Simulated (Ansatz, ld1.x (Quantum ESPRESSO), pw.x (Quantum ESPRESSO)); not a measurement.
**What a changed setting does to a pw.x run (diamond Rb)**

Potential: norm-conserving Troullier–Martins (Kleinman–Bylander form), ld1.x (Quantum ESPRESSO) 7.5, LDA (PW92); core [Kr], reference 4d0 5s0.5 5p0.5; waves: 5p (bound): rc 4.36 bohr; 4d (bound, empty): rc 4.36 bohr; 5s (bound): rc 4.36 bohr; local part: the s channel; core correction: Bessel-smoothed model core inside 3.40 bohr.

The reference run (k-mesh 8³, cutoffs 50/200 Ry, Fermi–Dirac 0.01 Ry, mixing_beta 0.4, conv_thr 1e-9, no spin) gives -0.01 GPa at 119.317 Å³/atom, where all-electron LAPW gives -0.00 GPa. This run, with its own iteration cap, changes k-mesh shift to 1.

```
&control
  calculation='scf', prefix='x', pseudo_dir='./', outdir='./tmp', tstress=.true., disk_io='none'
/
&system
  ibrav=0, nat=2, ntyp=1, ecutwfc=50, ecutrho=200, nbnd=8,
  occupations='smearing', smearing='fd', degauss=0.01
/
&electrons
  conv_thr=1e-09, mixing_beta=0.4, electron_maxstep=70
/
ATOMIC_SPECIES
Rb 1.0 Rb.UPF
CELL_PARAMETERS angstrom
  0.00000000 4.92304843 4.92304843
  4.92304843 0.00000000 4.92304843
  4.92304843 4.92304843 0.00000000
ATOMIC_POSITIONS crystal
Rb 0.0000 0.0000 0.0000
Rb 0.2500 0.2500 0.2500
K_POINTS automatic
8 8 8 1 1 1
```

```bash
pw.x < Rb.scf.in > Rb.scf.out
```

How does the run end?

It converges in 7 iterations; the free energy moves by +0.0 meV/atom and the pressure by +0.00 GPa. The result is that of the reference run.

```
Message from routine setup:
     using ibrav=0 with symmetry is DISCOURAGED, use correct ibrav instead
     lattice parameter (alat)  =      13.1567  a.u.
     unit-cell volume          =    1610.3821 (a.u.)^3
     number of electrons       =         2.00
     number of Kohn-Sham states=            8
     kinetic-energy cutoff     =      50.0000  Ry
     charge density cutoff     =     200.0000  Ry
     scf convergence threshold =      1.0E-09
     Exchange-correlation= PW
     number of k points=    60  Fermi-Dirac smearing, width (Ry)=  0.0100
     iteration #  1     ecut=    50.00 Ry     beta= 0.40
     total energy              =      -5.21615746 Ry
     estimated scf accuracy    <       0.00130314 Ry
     iteration #  2     ecut=    50.00 Ry     beta= 0.40
     total energy              =      -5.21630254 Ry
     estimated scf accuracy    <       0.00049051 Ry
     iteration #  3     ecut=    50.00 Ry     beta= 0.40
     total energy              =      -5.21632176 Ry
     estimated scf accuracy    <       0.00000010 Ry
     iteration #  4     ecut=    50.00 Ry     beta= 0.40
     c_bands:  1 eigenvalues not converged
     c_bands:  1 eigenvalues not converged
     c_bands:  1 eigenvalues not converged
     total energy              =      -5.21633124 Ry
     estimated scf accuracy    <       0.00000023 Ry
     iteration #  5     ecut=    50.00 Ry     beta= 0.40
     total energy              =      -5.21633130 Ry
     estimated scf accuracy    <       0.00000009 Ry
     iteration #  6     ecut=    50.00 Ry     beta= 0.40
     total energy              =      -5.21633131 Ry
     estimated scf accuracy    <          1.3E-09 Ry
     iteration #  7     ecut=    50.00 Ry     beta= 0.40
     the Fermi energy is    -0.9661 ev
!    total energy              =      -5.21633131 Ry
     estimated scf accuracy    <          5.2E-11 Ry
     smearing contrib. (-TS)   =      -0.00700001 Ry
     The total energy is F=E-TS. E is the sum of the following terms:
     one-electron contribution =       0.43581441 Ry
     hartree contribution      =       0.00796526 Ry
     xc contribution           =      -5.07408543 Ry
     ewald contribution        =      -0.57902555 Ry
     convergence has been achieved in   7 iterations
          total   stress  (Ry/bohr**3)                   (kbar)     P=       -0.15
     Message from routine punch:
     Nothing written, as per user request (disk_io='none')
```

The run took about 65 s on one core of a shared host (Neoverse-V1, 32 threads, 247 GiB, load 8).
